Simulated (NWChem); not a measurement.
difluoromethane (CH2F2); SMILES FCF

```xyz
5

F      1.1104     0.0000    -0.2897
C      0.0000     0.0000     0.4951
F     -1.1104     0.0000    -0.2897
H      0.0000     0.9226     1.1222
H      0.0000    -0.9226     1.1222
```
Atoms are numbered in this order, from 1.

Coordinates come from a PBE-D3(BJ)/def2-SVP optimisation.

Symmetry labels are those of C2v in the frame above (b1 and b2, or b-type labels, depend on it).

Q: List the 4 lowest vertical singlet excitations from B3LYP/aug-cc-pVDZ, TDA (NWChem).

A: 
| state | energy (eV) | oscillator strength | symmetry | leading excitation (squared amplitude) |
|---|---|---|---|---|
| S1 | 8.44 | 0.033 | b2 | HOMO → LUMO (0.99) |
| S2 | 9.19 | 0.000 | a2 | HOMO → LUMO+2 (0.98) |
| S3 | 9.33 | 0.039 | a1 | HOMO → LUMO+1 (0.99) |
| S4 | 9.38 | 0.012 | b2 | HOMO → LUMO+3 (0.98) |
